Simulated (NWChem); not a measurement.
# One shape, several levels: CHNS (isothiocyanic acid)

Aim: a comparison of 6 runs (HF/def2-SVP, HF/def2-TZVP, PBE0/def2-TZVP, SVWN5/def2-TZVP, B3LYP/def2-SVP, PBE/def2-TZVP) of CHNS (isothiocyanic acid). 

The results are computed with NWChem 7.3.0.

### Step 1. The structure to begin with

The species is CHNS (4 atoms), meant as a singlet with charge 0. SMILES: `N=C=S`. The coordinates come from a PBE0-D4/def2-TZVP relaxation.

Bond lengths: N1–C2 1.197 Å, C2–S3 1.563 Å, N1–H4 1.004 Å. Angles: N1–C2–S3 174.4°, C2–N1–H4 132.5°.

### Step 2. Energy and gradient at HF/def2-SVP (run 1)

Contents of run.py:

```python
from ase import Atoms
from ase.calculators.nwchem import NWChem

atoms = Atoms('NCSH', positions=[
    [-0.250070, 0.634650, -0.475270],
    [0.306250, -0.206190, 0.170680],
    [1.162880, -1.237190, 0.975330],
    [-1.219070, 0.808720, -0.670740],
])

calc = NWChem(
    label='work',
    theory='scf',
    memory='2200 mb',
    basis='def2-SVP',
    basispar='spherical bse',
    scf={'nopen': '0', 'rhf': None, 'thresh': '1e-08', 'maxiter': '80'},
)
atoms.calc = calc

forces = atoms.get_forces()
print("Total energy (eV):", round(atoms.get_potential_energy(), 6))
print("forces (eV/A):")
for s, f in zip(atoms.symbols, forces):
    print(f"{s:2s} {f[0]:10.5f} {f[1]:10.5f} {f[2]:10.5f}")
print("dipole (e A):", atoms.get_dipole_moment().round(4))
```

The run is started by

```bash
$ export ASE_NWCHEM_COMMAND="nwchem PREFIX.nwi > PREFIX.nwo"
$ python run.py
```

Output:

```text
Total energy (eV): -13339.344203
forces (eV/A):
N     0.40747   -1.15741    0.86322
C    -0.79874    1.41508   -1.07719
S     0.12964   -0.23613    0.17946
H     0.26169   -0.02160    0.03445
dipole (e A): [-0.4622  0.1282 -0.1258]
```

The calculator wrote work.nwi:

```
title "work"

permanent_dir work

scratch_dir work

start work

geometry units angstrom nocenter noautosym noautoz
  N  -2.5007000000000001e-01 6.3465000000000005e-01 -4.7527000000000003e-01
  C  3.0625000000000002e-01 -2.0619000000000001e-01 1.7068000000000000e-01
  S  1.1628799999999999e+00 -1.2371900000000000e+00 9.7533000000000003e-01
  H  -1.2190700000000001e+00 8.0871999999999999e-01 -6.7074000000000000e-01
end

memory 2200 mb

basis spherical bse noprint
   * library def2-SVP
end

scf
  nopen 0
  rhf
  thresh 1e-08
  maxiter 80
end

task scf gradient
```

work.nwo (excerpt; [...] marks lines left out):

```text
[...]
      One-electron energy =   -833.929350255197
[... 1 line left out ...]
 Nuclear repulsion energy =     80.201267090738
[... 33 lines left out ...]
                       ROHF Final Molecular Orbital Analysis
[... 189 lines left out ...]
     1   1 0 0     -0.873487      0.000000     33.021110
[...]
  wavefunction    =   RHF
                         RHF ENERGY GRADIENTS
    atom               coordinates                        gradient
                 x          y          z           x          y          z
   1 N      -0.472564   1.199315  -0.898130   -0.007924   0.022508  -0.016787
   2 C       0.578729  -0.389643   0.322538    0.015533  -0.027519   0.020948
   3 S       2.197525  -2.337950   1.843106   -0.002521   0.004592  -0.003490
   4 H      -2.303708   1.528259  -1.267515   -0.005089   0.000420  -0.000670
[...]
```

It took 8.4 s on 1 thread of Intel Xeon Platinum 8259CL at 2.50GHz (Skylake/Cascade Lake), shared host; peak memory 0.1 GiB.

### Step 3. Energy and gradient at HF/def2-TZVP (run 2)

Contents of chns.nw:

```
start chns
memory stack 880 mb heap 220 mb global 1100 mb
charge 0
geometry units angstroms noautosym nocenter noautoz
N    -0.250070    0.634650   -0.475270
C     0.306250   -0.206190    0.170680
S     1.162880   -1.237190    0.975330
H    -1.219070    0.808720   -0.670740
end
basis spherical bse
N library def2-TZVP
C library def2-TZVP
S library def2-TZVP
H library def2-TZVP
end
scf
thresh 1e-08
maxiter 80
end
task scf gradient
```

The run is started by

```bash
$ nwchem chns.nw > chns.out
```

Output:

```text
[...]
  functions       =   105
[...]
  wavefunction    = RHF
[...]
         Total SCF energy =   -490.461068712804
      One-electron energy =   -834.283825198640
      Two-electron energy =    263.621489395097
 Nuclear repulsion energy =     80.201267090738
        Time for solution =     44.6s
[...]
                         RHF ENERGY GRADIENTS
    atom               coordinates                        gradient
                 x          y          z           x          y          z
   1 N      -0.472564   1.199315  -0.898130   -0.009287   0.026412  -0.019698
   2 C       0.578729  -0.389643   0.322538    0.019420  -0.030419   0.023317
   3 S       2.197525  -2.337950   1.843106    0.000526   0.000687  -0.000457
   4 H      -2.303708   1.528259  -1.267515   -0.010658   0.003319  -0.003162
[...]
```

Run time: 67 s. Hardware: 1 thread of Intel Xeon Platinum 8259CL at 2.50GHz (Skylake/Cascade Lake), shared host; peak memory 0.11 GiB.

Run 3 isn't shown in full; the table further down has it.

### Step 4. Energy and gradient at SVWN5/def2-TZVP (run 4)

Contents of chns.xyz:

```xyz
4
CHNS SVWN5
N     -0.250070     0.634650    -0.475270
C      0.306250    -0.206190     0.170680
S      1.162880    -1.237190     0.975330
H     -1.219070     0.808720    -0.670740
```

Contents of run.py:

```python
from ase.io import read
from ase.calculators.nwchem import NWChem

system = read('chns.xyz')

calc = NWChem(
    label='chns',
    theory='dft',
    memory='2200 mb',
    basis='def2-TZVP',
    basispar='spherical bse',
    dft={'xc': 'slater vwn_5', 'mult': '1', 'grid': 'fine', 'convergence': 'energy 1e-08', 'iterations': '100', 'mulliken': None, 'print': 'low'},
)
system.calc = calc

forces = system.get_forces()
e = system.get_potential_energy()
print(f"E = {e:.6f} eV")
print("forces (eV/A):")
for s, f in zip(system.symbols, forces):
    print(f"{s:2s} {f[0]:10.5f} {f[1]:10.5f} {f[2]:10.5f}")
```

The run is started by

```bash
$ export ASE_NWCHEM_COMMAND="nwchem PREFIX.nwi > PREFIX.nwo"
$ python run.py
```

Output:

```text
E = -13321.083046 eV
forces (eV/A):
N     0.14789    0.19972   -0.13318
C     0.36983   -0.40778    0.32046
S    -0.05194    0.05610   -0.04417
H    -0.46578    0.15195   -0.14316
```

The calculator wrote chns.nwi:

```
title "chns"

permanent_dir chns

scratch_dir chns

start chns

geometry units angstrom nocenter noautosym noautoz
  N  -2.5007000000000001e-01 6.3465000000000005e-01 -4.7527000000000003e-01
  C  3.0625000000000002e-01 -2.0619000000000001e-01 1.7068000000000000e-01
  S  1.1628799999999999e+00 -1.2371900000000000e+00 9.7533000000000003e-01
  H  -1.2190700000000001e+00 8.0871999999999999e-01 -6.7074000000000000e-01
end

memory 2200 mb

basis spherical bse noprint
   * library def2-TZVP
end

dft
  xc slater vwn_5
  mult 1
  grid fine
  convergence energy 1e-08
  iterations 100
  mulliken
  print low
end

task dft gradient
```

chns.nwo:

```text
Northwest Computational Chemistry Package (NWChem) 7.3.0
             --------------------------------------------------------

           Job information
           ---------------

    nwchem branch   = 7.3.0
    use scalapack   = T
    input           = chns.nwi
    prefix          = chns.
    data base       = chns/chns.db
    status          = startup
    nproc           =        1

           Memory information
           ------------------

    heap     =     72089594 doubles =      550.0 Mbytes
    stack    =     72089599 doubles =      550.0 Mbytes
    global   =    144179200 doubles =     1100.0 Mbytes (distinct from heap & stack)
    total    =    288358393 doubles =     2200.0 Mbytes
    verify   = yes
    hardfail = no

           Directory information
           ---------------------

  0 permanent = chns
  0 scratch   = chns

                                NWChem Input Module
                                -------------------

                                       chns
                                       ----

[... 25 lines left out ...]
            Nuclear Dipole moment (a.u.)
[... 61 lines left out ...]
   convergence    iter        energy       DeltaE   RMS-Dens  Diis-err    time
[... 15 lines left out ...]
         Total DFT energy =     -489.540776588367
      One electron energy =     -834.773669975767
           Coulomb energy =      301.179320399400
    Exchange-Corr. energy =      -36.147694102738
 Nuclear repulsion energy =       80.201267090738
[... 16 lines left out ...]
     -------------------------------------------
      Total Density - Lowdin Population Analysis
     -------------------------------------------

    Atom       Charge   Shell Charges
 -----------   ------   -------------------------------------------------------
    1 N    7     6.96   0.88  1.07  0.42  0.45  0.25  1.40  1.54  0.82  0.01  0.10  0.01
    2 C    6     6.62   0.90  1.04  0.39  0.37  0.20  1.10  1.23  0.67  0.04  0.60  0.06
    3 S   16    15.61   1.99  0.83  1.13  0.79  0.64  3.91  1.89  1.07  1.96  1.23  0.03  0.12  0.03
    4 H    1     0.81   0.23  0.34  0.13  0.11

                         DFT ENERGY GRADIENTS

    atom               coordinates                        gradient
                 x          y          z           x          y          z
   1 N      -0.472564   1.199315  -0.898130   -0.002876  -0.003884   0.002590
   2 C       0.578729  -0.389643   0.322538   -0.007192   0.007930  -0.006232
   3 S       2.197525  -2.337950   1.843106    0.001010  -0.001091   0.000859
   4 H      -2.303708   1.528259  -1.267515    0.009058  -0.002955   0.002784

 Task  times  cpu:       43.2s     wall:       43.2s
 Total times  cpu:       43.3s     wall:       43.3s
```

Wall time 45 s (1 thread of Intel Xeon Platinum 8259CL at 2.50GHz (Skylake/Cascade Lake), shared host); peak memory 0.12 GiB.

Run 5 isn't shown in full; the table further down has it.

### Step 5. Energy and forces at PBE/def2-TZVP (run 6)

Changes to chns.xyz since step 4:

```diff
@@ -1,3 +1,3 @@
 4
-CHNS SVWN5
+CHNS
 N     -0.250070     0.634650    -0.475270
```

Contents of chns.nw:

```
START chns
TITLE "CHNS"
memory total 2200 mb
charge 0
GEOMETRY units angstrom noautosym nocenter noautoz
load chns.xyz
END
BASIS spherical bse
* library def2-TZVP
END
DFT
xc xpbe96 cpbe96
mult 1
grid fine
convergence energy 1e-08
iterations 100
mulliken
noprint "final vectors analysis"
END
TASK dft gradient
```

The run is started by

```bash
$ nwchem chns.nw > chns.out
```

Output:

```text
[...]
          Wavefunction type:  closed shell.
          No. of atoms     :     4
          No. of electrons :    30
[...]
          Charge           :     0
          Spin multiplicity:     1
[...]
          AO basis - number of functions:   105
[...]
              XC Information
              --------------
          PerdewBurkeErnzerhof Exchange Functional  1.000
            Perdew 1991 LDA Correlation Functional  1.000 local
           PerdewBurkeErnz. Correlation Functional  1.000 non-local
[...]
 d= 0,ls=0.0,diis     1   -491.3435926826 -5.72D+02  8.17D-03  1.11D+00     5.0
[...]
 d= 0,ls=0.0,diis    11   -491.4148246327 -2.52D-09  2.57D-07  3.01D-09    34.3
         Total DFT energy =     -491.414824632671
      One electron energy =     -834.942547391773
           Coulomb energy =      301.413196998186
    Exchange-Corr. energy =      -38.086741329823
 Nuclear repulsion energy =       80.201267090738
[...]
      Total Density - Mulliken Population Analysis
     ---------------------------------------------
    Atom       Charge   Shell Charges
 -----------   ------   -------------------------------------------------------
    1 N    7     7.20   0.82  1.15  0.57  0.72  0.15  1.58  1.51  0.66  0.01  0.02  0.00
    2 C    6     5.91   0.86  1.11  0.59  0.50  0.03  1.27  1.10  0.29  0.03  0.11  0.01
    3 S   16    16.16   2.01  0.47  1.48  1.13  0.71  4.19  1.66  0.95  2.32  1.12  0.04  0.07  0.01
    4 H    1     0.73   0.26  0.38  0.05  0.04
[...]
  wavefunction    = closed shell
                         DFT ENERGY GRADIENTS
    atom               coordinates                        gradient
                 x          y          z           x          y          z
   1 N      -0.472564   1.199315  -0.898130    0.004945  -0.016052   0.011921
   2 C       0.578729  -0.389643   0.322538   -0.005769   0.010920  -0.008283
   3 S       2.197525  -2.337950   1.843106   -0.005941   0.006737  -0.005283
   4 H      -2.303708   1.528259  -1.267515    0.006765  -0.001605   0.001645
[...]
```

Wall time 54 s (1 thread of Intel Xeon Platinum 8259CL at 2.50GHz (Skylake/Cascade Lake), shared host); peak memory 0.13 GiB.

### Step 6. All runs side by side

| run | level | iteration cap | module | energy (Eh) | dipole moment (D) | largest force (eV/Å) | wall time |
| --- | --- | --- | --- | --- | --- | --- | --- |
| 1 | HF/def2-SVP | 80 | scf | -490.211862 | 2.38 | 1.950 | 8.4 s |
| 2 | HF/def2-TZVP | 80 | scf | -490.461069 | 2.22 | 2.209 | 67 s |
| 3 | PBE0/def2-TZVP | 100 | dft | -491.439072 | – | 0.006 | 65 s |
| 4 | SVWN5/def2-TZVP | 100 | dft | -489.540777 | – | 0.637 | 45 s |
| 5 | B3LYP/def2-SVP | 100 | dft | -491.459293 | 2.09 | 0.741 | 14 s |
| 6 | PBE/def2-TZVP | 100 | dft | -491.414825 | 1.93 | 1.059 | 54 s |

### Step 7. What came out

| quantity | value |
| --- | --- |
| run 6: total energy | -491.41482 Eh |
| run 6: dipole moment | 1.93 D |
| run 6: largest force on an atom | 1.059 eV/Å |

**Reading.** Over runs 1, 2, 5, 6 the dipole moment (its size) runs from 1.93 D (PBE/def2-TZVP) to 2.38 D (HF/def2-SVP). The two ends differ in method and basis. Totals of different functionals can't be ranked against each other. All runs together took 4.2 min, the longest 67 s.
